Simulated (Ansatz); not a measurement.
A made-up structure of C₂H₄Al, doublet:

```xyz
7
angstrom
C -0.5955 0.0403 -0.4320
C 0.6111 0.3567 0.2056
Al -0.0654 -1.6651 0.9497
H -0.6077 -0.3738 -1.4347
H -1.5393 0.4385 -0.0747
H -0.0299 -3.0980 1.4556
H 1.5642 0.1956 -0.2870
```

It is relaxed with PBE-D4/def2-SVP and then PBE0-D4/def2-TZVP (Ansatz 0.2.0). Atoms count as bonded within 1.22 times the sum of their covalent radii (H–H: 0.88 Å). The end point is not checked to be a true minimum.

Problem. Does its bonding change? (A judgement: the text doesn't fix the answer.)

Solution. The calculation gives: Yes. Formed: none; broken: C1–Al3.

Where it ends: The first stage lowers the energy by 2.48 eV in 19 steps. It ends as C₂H₄Al ([CH2][CH][AlH]):
```xyz
7
angstrom
C -0.6369 0.2410 -0.6851
C 0.2377 -0.5492 -0.0568
Al -0.3089 -1.7870 1.3521
H -0.3465 0.9350 -1.4721
H -1.6971 0.2319 -0.4402
H 0.8074 -2.7046 2.0527
H 1.2817 -0.4730 -0.3680
```

Labels in which every atom is bracketed show which atoms are joined, not bond orders.

For scale, one of the runs: PBE0-D4/def2-TZVP relaxation, 123 basis functions, launched by `ansatz run in.yaml --threads 2 --pin off --events-out ev --progress --plain --max-ram 4352MiB`. Hardware: 2 CPU threads of an AMD EPYC 9R45, shared host. Wall time about 7 s.
